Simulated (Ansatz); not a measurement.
Worked example: HGe–NH₂⁺, doublet against HGe–NH2, singlet

Geometry (PBE0/def2-TZVP stationary point of a singlet), kept for both states (HGe–NH2, singlet: A'; HGe–NH2⁺, doublet: A'):

```csv
atom,x (Å),y (Å),z (Å)
Ge,0.0000,-0.0292,0.3354
N,0.0000,0.0337,-1.4792
H,0.0000,1.5671,0.4649
H,0.0000,0.8718,-2.0380
H,0.0000,-0.8031,-2.0403
```

Basis cc-pVTZ; Ansatz 0.2.0. Only valence electrons are correlated (noble-gas cores and the filled d shells of p-block atoms frozen). R marks a restricted (for open shells ROHF) determinant, U an unrestricted one. No spin–orbit coupling is included, and no scalar relativity.

Full CI isn't at hand for all of this; UCCSDT(Q) serves as the reference, and is uncertain by about the last step of the cluster series.

```tsv
level	E(HGe–NH2, singlet) (hartree)	E(HGe–NH2⁺, doublet) (hartree)
UHF	-2131.615486	-2131.318595
UMP2	-2131.936118	-2131.612538
UCCSD(T)	-2131.972483	-2131.645489
PBE	-2133.228290	-2132.902155
r2SCAN	-2133.567914	-2133.241307
UCCSDT(Q)	-2131.973916	-2131.647205
```

**Question.** Give the vertical gap, HGe–NH2⁺ doublet less HGe–NH2 singlet, at each level in eV (1 hartree = 27.2114 eV), and each error against UCCSDT(Q).

**Answer.** UCCSDT(Q): (-2131.647205 − (-2131.973916)) × 27.2114 = 8.890 eV (the reference)
r2SCAN: (-2133.241307 − (-2133.567914)) × 27.2114 = 8.887 eV, error -0.003 eV
PBE: (-2132.902155 − (-2133.228290)) × 27.2114 = 8.875 eV, error -0.015 eV
UCCSD(T): (-2131.645489 − (-2131.972483)) × 27.2114 = 8.898 eV, error 0.008 eV
UMP2: (-2131.612538 − (-2131.936118)) × 27.2114 = 8.805 eV, error -0.085 eV
UHF: (-2131.318595 − (-2131.615486)) × 27.2114 = 8.079 eV, error -0.811 eV

Total energies of functionals can't be set beside those of wave-function methods, since they hold the core's correlation and their own absolute errors; only the differences compare.

The reference still carries a basis error, for a change of charge of the order of 0.1 eV, so smaller errors of functionals can't be ranked.

Each level lands on the state that its own search finds. T1 diagnostics of restricted CCSD: 0.017 and 0.032.
